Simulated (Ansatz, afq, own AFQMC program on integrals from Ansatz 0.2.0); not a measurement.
## Atomization energy of AlP, triplet

```csv
atom,x (Å),y (Å),z (Å)
Al,0.0000,0.0000,0.0000
P,0.0000,0.0000,2.2080
```

Atoms in their ground-state spins without spin–orbit coupling (mostly on UHF) minus the molecule (UHF), without zero-point energy. The geometry is a stationary point, not shown to be a minimum.

Basis cc-pVDZ. Only valence electrons are correlated. Integrals, coupled cluster, full CI and functionals: Ansatz 0.2.0; the random walks run on the same integrals in our own AFQMC program. The CISD trial takes its coefficients from CCSD amplitudes. Released means that phaseless walkers are propagated on without the constraint, phases kept. Free AFQMC starts from the CCSD state and is never constrained. Its projection time is finite, and what remains of the start isn't in its error. Uncertainties: one standard error, sampling alone. The errors of all members are added in quadrature.

No full CI on the walks' own integrals is used here; CCSDT(Q) serves as the reference and is uncertain by about the last step of the cluster series. Each member takes its own surest rung, up to full CI.

The best estimate is CCSD(T) at the basis-set limit (CBS: def2-TZVPP and def2-QZVPP, with their diffuse functions for anions and beside diffuse sets, CCSD(T) itself extrapolated) plus the step from CCSD(T) to CCSDT(Q) in cc-pVDZ. Rows without CBS are in cc-pVDZ; B2PLYP and the wave-function rows carry a basis error of their own. Core correlation and relativity beyond core potentials are missing, and ± holds the sampling alone.

Cautions: AlP (triplet): lower spins were not checked, an unrestricted solution with more broken spin lies lower, unrestricted determinant slightly spin contaminated (⟨S²⟩ 2.08 against 2.00), its ph-AFQMC/CISD value lies 34 ± 13 meV above CCSDT(Q).

```csv
level,atomization energy (kJ/mol)
HF,48.8
CCSD,126.5
MP2,141.4
```

(1) From these cheaper values, estimate the atomization energy at the level of the best estimate.

(1) 220.4 kJ/mol (best estimate, highest rung CCSDT(Q)).

```json
{"level": "CCSD(T)", "atomization energy (kJ/mol)": "142.5", "error against the best estimate (kJ/mol)": "-77.9"}
{"level": "ph-AFQMC/CISD", "atomization energy (kJ/mol)": "144.8 ± 1.2", "error against the best estimate (kJ/mol)": "-75.6 ± 1.2"}
{"level": "released AFQMC", "atomization energy (kJ/mol)": "145.1 ± 1.0", "error against the best estimate (kJ/mol)": "-75.3 ± 1.0"}
{"level": "free AFQMC", "atomization energy (kJ/mol)": "147.0 ± 1.4", "error against the best estimate (kJ/mol)": "-73.4 ± 1.4"}
{"level": "HF/CBS", "atomization energy (kJ/mol)": "71.0", "error against the best estimate (kJ/mol)": "-149.4"}
{"level": "MP2/CBS", "atomization energy (kJ/mol)": "206.5", "error against the best estimate (kJ/mol)": "-13.9"}
{"level": "CCSD(T)/CBS", "atomization energy (kJ/mol)": "215.4", "error against the best estimate (kJ/mol)": "-5.0"}
{"level": "surest rungs in cc-pVDZ", "atomization energy (kJ/mol)": "147.6", "error against the best estimate (kJ/mol)": "-72.9"}
```

Correlation beyond CCSD(T) adds 5.0 kJ/mol. Going to the basis-set limit adds 72.9 kJ/mol at CCSD(T). The perturbative (T) step is worth +16.1 kJ/mol.

Best estimates are given only where the step beyond CCSD(T) is under 0.3 eV and no member's determinant is very poor (T1 over 0.05, or 0.07 for open shells, ⟨S²⟩ too high by 0.3, two states mixed), so the hardest cases are missing from such tables.

Free projections are given only where their last times agree within the noise and don't stop above the reference; a slow remainder of the start can still hide under it. Each member of a difference takes its own highest rung, so a best estimate needn't equal the limit plus the step of one row. A walk keeps the symmetry of its determinant, which the program's search chose and which needn't be the lowest solution, so a lower state of the same spin and another symmetry isn't excluded. Released energies are given only where the last usable release times agree within the noise; a slower fall can still hide under it.
